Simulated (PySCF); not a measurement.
acetic acid cation (C₂H₄O₂), SMILES CC(=O)O (connectivity only; charge and spin as stated), charge +1, multiplicity 2. Atoms are numbered in the order given.

```xyz
8

C      0.3714    -1.3395     0.0000
C     -0.0602     0.0962     0.0000
O      0.8246     1.0426     0.0000
O     -1.2960     0.2723     0.0000
H     -0.4760    -2.0568     0.0000
H      0.9706    -1.4791     0.9309
H      0.9706    -1.4791    -0.9309
H      0.4383     1.9556     0.0000
```
Charge +1, spin multiplicity 2.

Geometry: PBE-D3(BJ)/def2-SVP. The spin state was assumed, not searched. One conformer was computed; it need not be the lowest.

Calculation: PBE-D3(BJ)/def2-SVP in PySCF.

Harmonic, unscaled wavenumbers; measured fundamentals usually lie a few per cent lower.

```
mode  ν (cm⁻¹)  IR (km/mol)  moving atoms (share of kinetic energy)
----  --------  -----------  --------------------------------------
1          137          0.4                                  H 92 %
2          341          0.9                  O 50 %, C 28 %, H 22 %
3          443         20.5                  O 51 %, C 27 %, H 23 %
4          531         26.6                          H 54 %, C 40 %
5          656        124.8                  H 73 %, O 16 %, C 11 %
6          848          1.0                  C 60 %, O 23 %, H 17 %
7          897         37.0                          H 50 %, C 48 %
8          920         18.1                  H 66 %, C 20 %, O 14 %
9         1158        110.7                          H 58 %, O 39 %
10        1189         73.7                          H 76 %, C 18 %
11        1232         82.6                          H 85 %, C 15 %
12        1351         29.8                                  H 96 %
13        1361         42.1                  C 45 %, H 34 %, O 21 %
14        1595         96.7                          C 66 %, O 27 %
15        2919        152.9                                  H 97 %
16        3022         72.5                           H 91 %, C 9 %
17        3055         40.7                           H 91 %, C 9 %
18        3529        311.9                                  H 94 %
```
